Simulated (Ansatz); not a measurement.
Input file:

```yaml
crystal:
  periodic: [false, false, false]
  atoms:
    - {symbol: Cl, position_ang: [0.000000, 0.000000, 0.000000]}
    - {symbol: H, position_ang: [0.000000, 0.000000, 1.321200]}
basis:
  gaussian: {orbitals: cc-pVDZ}
total_charge: 1
magnetization: {spin_polarized: false, initial_magnetization: 3}
hamiltonian: {pseudopotentials: {relativity: scalar}}
correlation: {method: ccsd, electrons: outside_noble_gas}
```

```sh
$ ansatz run in.yaml --threads 1 --pin off --events-out ev --progress --plain --max-ram 2393MiB
```

Q: Roughly how long does this take on 1 thread of Intel Xeon, shared host, and how much host memory?

A: 0.36 s wall and 0.13 GiB.

```
239 factors; integrals over basis functions are off by at most 7.8e-4 eV
mean field evaluation 1: about -12533.4047 eV, gradient 8.1e0 eV
mean field evaluation 2: about -12533.4868 eV, gradient 8.2e0 eV
mean field evaluation 4: about -12533.9373 eV, gradient 4.8e-1 eV
mean field evaluation 8: about -12533.9434 eV, gradient 2.3e-4 eV
mean field evaluation 16: about -12533.8532 eV, gradient 5.1e-1 eV
mean field evaluation 32: about -12531.0296 eV, gradient 9.1e0 eV
mean field -12533.94342668 eV, -460.6139251186 hartree, gradient 1.6e-6 eV, S^2 3.750000; 1 other end points of the search recorded, 0 dependent functions left out
mean field evaluation 64: about -12534.0809 eV, gradient 2.5e-1 eV
determinant -12533.94342668 eV, -460.6139251186 hartree, with singles and doubles -12537.35756151 eV, -460.7393922594 hartree
determinant -12531.78106072 eV, -460.5344596353 hartree, with singles and doubles -12535.08975173 eV, -460.6560517872 hartree
5 core orbitals not correlated: weight in the atoms' cores, before any rotation towards them, 1.000 or more for the frozen orbitals, at most 0.000 for the correlated occupied ones
reference -12533.94342668 eV, -460.6139251186 hartree; 5, 2 occupied and 13, 16 virtual orbitals, 239 factors
second order -2.75893905 eV of doubles, -0.10005852 eV of singles
cycle   1  -3.41414188 eV  change   -7.0e-6 eV  update   3.2e-5
cycle   2  -3.41413888 eV  change    3.0e-6 eV  update   1.5e-5
cycle   3  -3.41413658 eV  change    2.3e-6 eV  update   2.8e-6
Total energy: -12537.35756326 eV, -460.7393923236 hartree
Relativity: scalar
```
